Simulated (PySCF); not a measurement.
**How the method moves the HOMO and LUMO of cyclopropylmethylamine**

Species: cyclopropylmethylamine, C4H9N.
Geometry (PBE0-D3(BJ)/def2-SVP, Å), atoms numbered from 1 in this order:
```
atom  x, y, z in Å
N1     1.9320    0.8319    0.0479
C2     1.0097   -0.1351   -0.5106
C3    -0.0997   -0.4312    0.4618
C4    -1.4152   -0.9572   -0.0211
C5    -1.3180    0.4490    0.4951
H6     1.4472    1.7097    0.2268
H7     2.6819    1.0398   -0.6073
H8     1.5660   -1.0662   -0.7177
H9     0.5476    0.1662   -1.4783
H10    0.2558   -0.7974    1.4309
H11   -1.5451   -1.0963   -1.0988
H12   -1.9332   -1.7019    0.5884
H13   -1.3794    1.2613   -0.2366
H14   -1.7689    0.6835    1.4627
```

Basis pcSseg-1 throughout (PySCF), one geometry. The structure is a single PBE0-D3(BJ)/def2-SVP conformer in the gas phase; no vibrational or solvent corrections.

Q: How do the orbital energies, the gap and the dipole change with the method?

A: 
```csv
method,kind,HOMO (eV),LUMO (eV),gap (eV),μ (D),SCF cycles
BLYP,GGA,-5.08,0.66,5.74,1.16,13
OPBE,GGA,-5.18,0.92,6.10,1.19,13
PBE,GGA,-5.19,0.68,5.87,1.18,13
B97-D,GGA,-5.23,0.81,6.04,1.17,13
LDA,LDA,-5.27,0.52,5.79,1.23,13
BP86,GGA,-5.31,0.78,6.09,1.19,12
KT2,GGA,-5.36,0.63,5.99,1.14,13
KT3,GGA,-5.38,0.53,5.91,1.12,12
B97-2,global hybrid,-6.48,1.56,8.04,1.22,12
B3LYP,global hybrid,-6.48,1.20,7.67,1.20,12
PBE0,global hybrid,-6.73,1.55,8.29,1.23,12
mPW1PW91,global hybrid,-6.78,1.55,8.33,1.24,12
CAM-B3LYP,range-separated hybrid,-8.18,2.38,10.57,1.24,12
BHandHLYP,global hybrid,-8.20,2.23,10.43,1.25,12
wB97X-D,range-separated hybrid,-8.69,3.39,12.08,1.26,13
LC-wPBE,range-separated hybrid,-9.60,3.77,13.37,1.30,12
HF,Hartree–Fock,-10.52,4.45,14.98,1.30,10
```

The HOMO spans 5.44 eV, from BLYP down to HF, and the gap runs from 5.74 eV (BLYP) to 14.98 eV (HF). Over the methods BLYP (0 %), OPBE (0 %), PBE (0 %), B97-D (0 %), LDA (0 %), BP86 (0 %), KT2 (0 %), KT3 (0 %), B97-2 (21 %), B3LYP (20 %), PBE0 (25 %), mPW1PW91 (25 %), BHandHLYP (50 %), HF (100 %), a straight line through the gap against the share of exact exchange rises by 0.90 eV for each 10 % (correlation coefficient 0.999). The dipole ranges from 1.12 D (KT3) to 1.30 D (HF). This basis has no diffuse functions.

The vertical ΔSCF ionisation energy at CAM-B3LYP/def2-SVPD is 9.42 eV; −ε(HOMO) comes closest to it with LC-wPBE (9.60 eV).
